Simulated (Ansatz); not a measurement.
`FC1=C(F)N1`. Charge 0, multiplicity 1. The structure was optimised at the PBE0-D4/def2-TZVP level.

```xyz
6

F     0.813   -0.202   -1.836
C     0.348   -0.045   -0.642
C     0.387    0.119    0.609
F     0.925    0.271    1.773
N    -0.893   -0.449    0.087
H    -1.582    0.307    0.009
```

Problem. What is the dipole moment at ωB97M-V/def2-TZVPP? (Best estimate.)

Solution. Ansatz gave: 1.42 D, with components (0.15, 1.40, -0.19) D in this frame, pointing from negative to positive charge.

Problem. And with PBE, r2SCAN, B3LYP? (An estimate is asked.)

Solution. Computed: PBE 1.36 D, r2SCAN 1.37 D, B3LYP 1.40 D.

Problem. Give the Mulliken charges with ωB97M-V, r2SCAN, PBE in def2-TZVPP. (Best estimate.)

Solution. Computed: 
```tsv
atom	ωB97M-V	r2SCAN	PBE
F1	-0.14	-0.14	-0.09
C2	0.22	0.23	0.17
C3	0.22	0.23	0.17
F4	-0.14	-0.14	-0.09
N5	-0.31	-0.34	-0.31
H6	0.13	0.16	0.16
```

B3LYP here is the variant with VWN-RPA as its local correlation; programs differ in this.
